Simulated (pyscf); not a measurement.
H₂N–Mo(F)(F)(F)(F)–SH → F–Mo(F)(F)(F)=S + NH₃ (elimination; singlet surface; H–S, Mo–N broken, H–N formed). Optimised with ωB97X-D3(BJ)/def2-SVP in PySCF. Energies in kcal/mol from the reactant's lowest minimum found.

```tsv
level	barrier	reaction energy
ωB97X-D3(BJ)/def2-TZVP	___	-14.9
PBE/def2-TZVP	20.3	-13.3
r²SCAN/def2-TZVP	22.4	-11.6
B3LYP-D3(BJ)/def2-TZVP	___	___
M06-2X/def2-TZVP	23.8	-19.4
HF/def2-TZVP	33.5	-29.5
```

**Question.** Some entries are withheld; supply them.

**Answer.** 
- ωB97X-D3(BJ)/def2-TZVP, barrier: 24.1
- B3LYP-D3(BJ)/def2-TZVP, barrier: 24.3
- B3LYP-D3(BJ)/def2-TZVP, reaction energy: -14.1

The functionals in the table span 4.0 kcal/mol in this barrier, from PBE to B3LYP-D3(BJ). On the product side the descent ends in an adduct with a Mo–N contact (not fully relaxed), 13.9 kcal/mol under the separated species and 52.9 kcal/mol under the saddle at ωB97X-D3(BJ)/def2-TZVP. What is counted as broken (Mo–N) persists as a longer contact in the product adduct; parting that adduct is a step of its own. This is the saddle that the search found; another between the same sides may lie lower. Elements past Kr carry the def2 core potentials, without spin-orbit coupling.
